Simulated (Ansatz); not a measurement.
Process, species as SMILES: [O]O (O-OH) → O[O-] (an electron is taken up)
B3LYP-D3(BJ)/def2-TZVP geometries, fixed; electronic energies without zero-point terms; positive where energy is released.
Largest species:
```
O
H 1 0.9780
O 1 1.3260 2 105.56
```
Charge 0, spin multiplicity 2.

Effect of the final integration grid (spheres per factor e of radius in core and valence, angular degree) at PBE/def2-TZVPP with Ansatz (a quantum-chemistry and plane-wave program), against the last row, where the adiabatic electron affinity is 0.40 eV. Open shells are unrestricted. The default's grid is 13, 11, 36.

| setting | largest shift of a total energy (mEh) | shift of the adiabatic electron affinity (eV) |
|---|---|---|
| accuracy: medium (default) | 0.000 | 0.000 |
| final_grid: 4, 3, 11 | -1.358 | -0.032 |
| final_grid: 6, 5, 17 | 0.012 | 0.000 |
| final_grid: 8, 7, 23 | 0.006 | 0.000 |
| final_grid: 10, 9, 29 | -0.001 | 0.000 |
| final_grid: 18, 15, 47 | 0.000 | 0.000 |
| final_grid: 26, 22, 59 | 0.000 | 0.000 |

Within 0.002 eV in the adiabatic electron affinity: accuracy: medium (default); final_grid: 6, 5, 17; final_grid: 8, 7, 23; final_grid: 10, 9, 29; final_grid: 18, 15, 47. The largest shift is 1.358 mEh in a total energy and 0.032 eV in the difference.
